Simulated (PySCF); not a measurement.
Checking a proposed structure

A compound C5H11F gives the data below (simulated from a calculation) and was assigned the structure `CC(C)[C@@H](C)F`.

¹³C{¹H} NMR (computed): δ 95.4 (CH2), 35.1 (C), 26.9 (CH3, 3C).

¹H NMR (400 MHz, computed): δ 4.37 (m, 2H), 0.97 (s, 9H).

How the numbers were obtained: PBE0/pcSseg-1 with gauge-including orbitals, geometry: GFN2-xTB, in PySCF (equivalent nuclei averaged, single conformer, no solvent model, non-relativistic Hamiltonian).

References, each an isolated molecule treated in the same way: ¹H and ¹³C vs TMS.

(1) Compare with the shifts computed for the proposed structure, pairing carbons in order of shift.

(2) Which isomer fits?

## Answers

(1) Atom-mapped SMILES (the numbers label the heavy atoms): `[CH3:1][CH:2]([CH3:3])[C@@H:4]([CH3:5])[F:6]`. Each H is labelled by its parent atom.

```
atom  computed for proposal  given list  difference
  C4                   96.8        95.4        +1.4
  C2                   36.8        35.1        +1.7
  C3                   20.5        26.9        -6.4
  C1                   16.0        26.9       -10.9
  C5                   15.3        26.9       -11.6
```

The rms difference is 7.7 ppm and the largest -11.6 ppm at C5 (methyl carbon). The proposal also would give 5 carbon signals, not 3. The carbon types in order of shift don't match either: CH, CH, CH3, CH3, CH3 for the proposal against CH2, C, CH3, CH3, CH3 in the data. The proposal doesn't fit.

(2) (CH3)3CCH2F (SMILES CC(C)(C)CF).

- Carbon types of the structure: 1 × C, 1 × CH2, 3 × CH3, which accounts for all hydrogens.
- δC 95.4: sp3 CH2 bonded to F; the inductive effect lowers its shielding.
- δC 26.9: methyl carbon; aliphatic region, no heteroatom directly attached.
- δH 4.37: hydrogen on an sp3 CH2 bonded to F; its carbon carries F, which withdraws density.
- δH 0.97: hydrogen on a methyl carbon; far from electronegative atoms and π systems.

The data come from this structure; uniqueness wasn't tested.

Splittings by ¹⁹F in the carbon and heteronuclear signals aren't shown, as no couplings were computed. Shifts are as computed. Against solution values, carbons near 30 ppm lie about +3 ppm off and those near 130 ppm about +5 ppm. Of 1211 compounds with measured shifts, 218 miss one by over three times the rms of a fit or turn the order of signals round; such compounds aren't used in these exercises. Multiplicities follow the n + 1 count of equivalent neighbours, as no J values were calculated; m marks all less simple cases, F and P coupling included.
